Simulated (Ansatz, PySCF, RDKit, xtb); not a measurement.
**Which structure has the formula CH2N+?**

Given the formula CH2N+ (charge +1) and nothing else, which arrangement of the atoms is the most stable in the gas at 298.15 K, and what are its properties?

Plan: many cheap relaxations first (GFN2-xTB), then density-functional screening, relaxation at PBE0-D4/def2-TZVP, vibrations and a final energy. The numbers are computed, not measured.

7 further runs of the same task are left out: 7 set aside as unsound or not needed.

### Step 1. Candidates

A program enumerates the bonding patterns with one Lewis structure each (two rings at most, one unusual centre or charged pair), with their diastereomers. O–O, O–halogen and N–halogen bonds and N–N–N chains are not drawn. That gives 3 candidates.

| label | SMILES | spin |
| --- | --- | --- |
| c183 | [C]=[NH2+] | singlet |
| c219 | C#[NH+] | singlet |
| c230 | [C]=[NH2+] | triplet |

Candidates are built by distance geometry, with a force field where one applies, in up to four conformers (letters a to d). 16 starts with atoms placed at random are added, to find patterns that the rules miss.

Q: Predict the outcome of this search (final energies at CCSD(T)/def2-TZVPP).

| quantity | value |
| --- | --- |
| lowest structure found | C#[NH+], singlet, C∞v |
| next finalist | [C]=[NH2+], singlet, 48.9 kcal/mol higher in G |
| share at equilibrium, among the finalists | 100.0 % |
| harmonic wavenumbers, lowest and highest (PBE0-D4/def2-TZVP) | 685 and 3650 cm⁻¹ |
| rotational constants, same geometry | 1.249 cm⁻¹ |
| HOMO energy (PBE0/def2-TZVPD) | -19.67 eV |
| LUMO energy (PBE0/def2-TZVPD) | -8.12 eV |
| HOMO–LUMO gap (PBE0/def2-TZVPD) | 11.55 eV |
| lowest excitation (TD-B3LYP/def2-SVPD) | 8.60 eV (f = 0.000) |
| lowest triplet excitation, same level, Tamm-Dancoff | 6.95 eV |
| vertical ionisation energy | 23.08 eV |
| vertical recombination energy (electron added) | 5.31 eV |
| vertical triplet less singlet | +7.16 eV |

The lowest structure found is `C#[NH+]`. The margin of 48.9 kcal/mol over the next finalist is beyond the usual error of the last level; it says nothing of structures that weren't ranked. GFN2-xTB, HF/STO-3G, r2SCAN-D4/def2-SVP, PBE0-D4/def2-TZVP, HF/def2-TZVPP and MP2/def2-TZVPP already put its bonding pattern lowest among the structures in one piece. Measured bands beside the harmonic value that lies nearest after scaling by 0.96 (printed unscaled): 3180.4 cm⁻¹ (quoted in “Hyperfine-Resolved Rotational Spectroscopy of HCNH+”, 2024, arxiv:2404.05299), calculated 3323 cm⁻¹. The calculated value lies +4.5 % away; anharmonicity is left out, and bands are matched by nearness alone, so a match can be wrong and a large miss can look smaller than it is. Lowest found is not proven lowest: the search is finite, and each finalist counts with one conformer.
